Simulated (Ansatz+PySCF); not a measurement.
# singlet Li2: levels of theory in one basis

```yaml
atoms:
  - { symbol: Li, position_ang: [0.0000, 0.0000, -3.1355] }
  - { symbol: Li, position_ang: [0.0000, 0.0000, 3.1355] }
```

Basis set: 6-31G (spherical functions). All electrons are correlated. Charge 0, multiplicity 1.

Computed with Ansatz (development build ahead of 0.2.0); each method stands on the lowest determinant of its kind that the runs found.

| method | E − E(RHF) (eV) | <S²> of the determinant |
| --- | --- | --- |
| RHF | 0.00 | 0.00 |
| UHF | -1.61 | 0.99 |
| RHF-MP2 | -0.88 | – |
| UHF-MP2 | -1.63 | 0.99 |
| RHF-CCSD | -1.64 | – |
| UHF-CCSD | -1.65 | 0.99 |
| RHF-CCSD(T) | -1.65 | – |
| UHF-CCSD(T) | -1.65 | 0.99 |
| full CI (lowest root of this spin) | -1.65 | – |

At such a shape the full CI root can have another spatial symmetry than the determinants, so the rows needn't describe one state.

Task: Is a single determinant a sound starting point here?

Result: It is doubtful. Unrestricted orbitals lower Hartree–Fock by 1.61 eV and <S²> is 0.99 where a pure state has 0.00, a sign of strong static correlation.

Caution for RHF, RHF-MP2, RHF-CCSD, RHF-CCSD(T): an unrestricted determinant lies well below. Caution for UHF, UHF-MP2, UHF-CCSD, UHF-CCSD(T): the unrestricted determinant is a mixture of spin states; the determinant may break the point group. Caution for RHF-MP2: large amplitudes, a single reference is doubtful; the program doubts this total. Caution for UHF-MP2, UHF-CCSD, UHF-CCSD(T): bonds are stretched, where a single reference can fail. Caution for RHF-CCSD, RHF-CCSD(T): very large amplitudes, the method is breaking down; the amplitudes may be one of several solutions.
